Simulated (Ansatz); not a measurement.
For body-centred tetragonal In, LDA (plane waves, PAW; Ansatz, a quantum-chemistry and plane-wave program) gives:

```
Item                       Value
------------------  ------------
lattice constant a       3.176 Å
c axis length            4.875 Å
bulk modulus B0         49.8 GPa
cohesive energy     3.08 eV/atom
```

### Question
What does r²SCAN+rVV10 (Ansatz, plane waves, PAW) give for the same quantities?

### Answer

- lattice constant a: 3.223 Å (increases by 1.5 %)
- lattice parameter c: 4.943 Å (rises by 1.4 %)
- bulk modulus: 46.0 GPa (drops by 7.6 %)
- cohesive energy: 2.65 eV/atom (decreases by 0.43 eV/atom)

For comparison: lattice constant a 3.252 Å (measured, 293 K, not corrected to a static lattice; as tabulated in Wikipedia's data pages); lattice parameter c 4.947 Å (measured, 293 K, not corrected to a static lattice; as tabulated in Wikipedia's data pages); bulk modulus 44.7 GPa (measured, copied from a table, unchecked, extrapolated to 0 K and zero-point effects removed; as tabulated in Lejaeghere et al. (2013), arXiv:1204.2733).

Changes are worked out from the printed values.

Unless a cell is named, each level is at its own relaxed cell (LDA 24.59, r²SCAN+rVV10 25.67 Å³/atom).

Levels without +SOC leave out spin–orbit coupling, which shifts energies and cells of such heavy elements.

Ansatz's density-functional and Hartree–Fock values are scalar-relativistic unless marked +SOC, with PAW data made under PBE.
